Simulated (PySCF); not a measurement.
# Potential energy of NaB along the bond

Set-up: basis Na jorge-DZP-DKH, B jorge-DZP-DKH; spin-free X2C with a Gaussian nucleus; PySCF 2.14. Energies in eV from Na + B in their ground configurations at the same level. State: ³Π (triplet), unpaired electrons σ ↑, π ↑.

All columns are LC-ωPBE. A positive dipole means Na(−)B(+).

| R (Å) | E (eV) | μ (D) | Mulliken charge on Na (basis-dependent) | HOMO (eV) | LUMO (eV) | Mayer bond order | ⟨S²⟩ |
| --- | --- | --- | --- | --- | --- | --- | --- |
| 2.148 | -0.644 | -6.63 | 0.54 | -6.28 | -0.11 | 0.79 | 2.00 |
| 2.248 | -0.787 | -6.86 | 0.52 | -6.18 | -0.17 | 0.81 | 2.01 |
| 2.348 | -0.861 | -7.07 | 0.50 | -6.11 | -0.22 | 0.82 | 2.01 |
| 2.423 | -0.881 | -7.22 | 0.49 | -6.06 | -0.25 | 0.83 | 2.01 |
| 2.498 | -0.879 | -7.35 | 0.48 | -6.03 | -0.29 | 0.84 | 2.01 |
| 2.573 | -0.860 | -7.46 | 0.46 | -6.00 | -0.32 | 0.84 | 2.01 |
| 2.673 | -0.814 | -7.58 | 0.44 | -5.99 | -0.36 | 0.85 | 2.01 |
| 2.798 | -0.736 | -7.64 | 0.41 | -6.00 | -0.40 | 0.84 | 2.01 |
| 2.948 | -0.628 | -7.56 | 0.38 | -5.91 | -0.43 | 0.81 | 2.01 |
| 3.147 | -0.480 | -7.12 | 0.32 | -5.75 | -0.43 | 0.75 | 2.01 |

A fit through these points gives, at Re = 2.452 Å, μ = -7.27 D and dμ/dR = -1.79 D/Å; the reduced mass is 7.444 u.

Question: How strong is the fundamental in the double-harmonic approximation, I = 42.26·(dμ/dR)²/μred km/mol?

Answer: I = 42.26·(-1.79)²/7.444 = 18.2 km/mol at LC-ωPBE.

The state is the lowest determinant that a PBE0 search found; another state may lie lower at other levels.
